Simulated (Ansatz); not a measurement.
# Si2C (triplet): wave-function methods side by side, cc-pVTZ

The task here is to estimate one member of a computed series from the others.

Method: cc-pVTZ, core rule «outside noble gas», up to 11 orbitals frozen; program: Ansatz 0.2.0, Gaussian basis.

The runs, in order: UHF; CCSD(T) on ROHF; CCSD(T) on UHF; BCCD(T) on ROHF; CCSDT(Q) on ROHF; CCSDT(Q) on UHF; CASSCF and NEVPT2, 12 electrons in 12 orbitals.

3 further runs of the same task are left out: 3 set aside as unsound or not needed.

### What is computed

The geometry is a PBE0/def2-TZVP stationary point (not a proven minimum) of the parent state, kept for this charge and spin.

3 atoms, charge 0, spin multiplicity 3.

Atoms are counted from 1 here; the program's logs count them from 0.

Bond lengths: Si1–C2 1.686 Å, C2–Si3 1.686 Å. Angles: Si1–C2–Si3 180.0°.

Coordinates:

```xyz
3
CSi2
Si    0.0000    0.0000    1.6856
C     0.0000    0.0000    0.0000
Si    0.0000    0.0000   -1.6856
```

Set-up of the first run:

File in.yaml:

```yaml
crystal:
  periodic: [false, false, false]
  atoms:
    - {symbol: Si, position_ang: [0.000000, 0.000000, 1.685600]}
    - {symbol: C, position_ang: [0.000000, 0.000000, 0.000000]}
    - {symbol: Si, position_ang: [0.000000, 0.000000, -1.685600]}
basis:
  gaussian: {orbitals: cc-pVTZ}
magnetization: {spin_polarized: true, initial_magnetization: 2}
hamiltonian: {xc: hf}
output: {orbitals: {seedname: orbitals}}
```

Started as:

```
$ ansatz run in.yaml --threads 1 --pin off --events-out ev --progress --plain --max-ram 4096MiB --backend cpu
```

Among the steps run: UHF; CCSD(T) on ROHF; CCSD(T) on UHF; BCCD(T) on ROHF; CCSDT(Q) on ROHF; CCSDT(Q) on UHF; CASSCF and NEVPT2, 12 electrons in 12 orbitals.

One of the session's tables, all rows but one given; the rest of the session is left out.

| method | from RCCSDT(Q) (meV) |
| --- | --- |
| RMP2 | +1039.8 |
| UMP2 | +1690.3 |
| RCCSD | +1031.2 |
| UCCSD | ? |
| RCCSD(T) | +135.8 |
| UCCSD(T) | +147.3 |
| BCCD(T) | +136.2 |
| RCCSDT | +130.2 |
| UCCSDT | +111.0 |
| RCCSDT(Q) | 0 |
| UCCSDT(Q) | -13.0 |
| CASSCF valence | +6608.9 |
| NEVPT2 valence | +1494.7 |

Q: Estimate the row for UCCSD from the others.

**Answer.** from RCCSDT(Q) (meV): +981.6. In the column «from RCCSDT(Q) (meV)» it lies between UCCSD(T) (+147.3) and RCCSD (+1031.2).

Left out of the table: ROHF, UHF (another determinant or state than the rows shown).

Limits of these values: The report flags that the cluster equations may have other roots. The program flags RCCSD(T), UCCSD(T), BCCD(T), RCCSDT(Q), UCCSDT(Q) as in doubt, so the zero of the table is itself unsure. Warnings: coupled cluster took another determinant than the lowest. Restricted and unrestricted rows rest on different reference determinants; where their highest levels disagree by more than a few hundredths of an eV, they describe different states and don't form one ladder.
